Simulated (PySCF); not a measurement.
**Dipole moment and polarisability of sodium chloride**

Compound: sodium chloride, NaCl.
Atom-mapped SMILES: `[Na:1][Cl:2]`

Cartesian coordinates in Å at the PBE0-D3(BJ)/def2-SVP level; atoms count from 1:
```xyz
2
NaCl angstrom
Na     1.1718   -0.0063   -0.0051
Cl    -1.1663    0.0089   -0.0232
```

Level: PBE0/def2-SVPD (PySCF), static field, nuclei fixed, core orbitals frozen in the response. The polarisability tensor in these axes (au):

```
x   34.84 -0.04  0.05
y   -0.04 27.99  0.00
z    0.05  0.00 27.99
```

Question: Give the principal values, the mean and the anisotropy Δα = √{½[(α1 − α2)² + (α2 − α3)² + (α1 − α3)²]}.

Answer: Principal values 27.99, 27.99 and 34.84 au; mean 30.27 au = 4.49 Å³ = 4.99 × 10⁻⁴⁰ C²·m²/J; Δα = 6.86 au (23 % of the mean).

Question: What is the dipole moment, and where does it point?

Answer: (8.89, -0.06, 0.07) D, 8.89 D in size, pointing from the negative to the positive side. Measured along this direction, the outermost atoms are Cl2 at the negative end and Na1 at the positive end.

Question: In TDDFT the mean static polarisability is Σ f/ω² over all singlet excitations (ω in hartree). How much of it do the 10 lowest give? Their energies (eV) and oscillator strengths: 3.90, 0.0132; 3.90, 0.0132; 4.51, 0.0915; 5.75, 0.0000; 5.75, 0.0000; 5.78, 0.0000; 5.93, 0.0452; 6.20, 0.0134; 6.20, 0.0135; 6.24, 0.0908.

Answer: They add up to 7.80 au, 25.8 % of the 30.27 au; the largest single term is 3.32 au, from the state at 4.51 eV. Terms in order: 0.64, 0.64, 3.32, 0.00, 0.00, 0.00, 0.95, 0.26, 0.26, 1.73 au. Higher excitations give the rest. The strengths listed sum to 0.281.

Question: What depolarisation ratio follows for Rayleigh scattering of linearly polarised light, taking the static tensor?

Answer: ρ = 3Δα²/(45ᾱ² + 4Δα²) = 141.1/(41238 + 188.1) = 0.00341.

Question: What are the principal values of the traceless quadrupole moment, Θ = ½Σq(3rr − r²1), about the centre of nuclear charge?

Answer: -4.39, -4.39, 8.79 D·Å. The values depend on the origin, since the dipole doesn't vanish. The electronic extent ⟨r²⟩ about the same centre is 168 bohr², a root-mean-square distance of 1.30 Å for the 28 electrons.

Question: What would n − 1 = 2πNα be for an ideal gas of these molecules at 500 K and 1 atm, electronic part alone?

Answer: N = p/kT = 1.4678 × 10¹⁹ cm⁻³, so n − 1 = 2π × N × 4.49 × 10⁻²⁴ cm³ = 414 × 10⁻⁶ at long wavelengths.

Question: What molar refraction does this α imply?

Answer: Lorentz–Lorenz: R = (4π/3)N_A α = 2.5225 cm³/(mol·Å³) × 4.49 Å³ = 11.3 cm³/mol, in the limit of long wavelengths.

Geometry: PBE0-D3(BJ)/def2-SVP; no solvent, vibrations or thermal averaging.
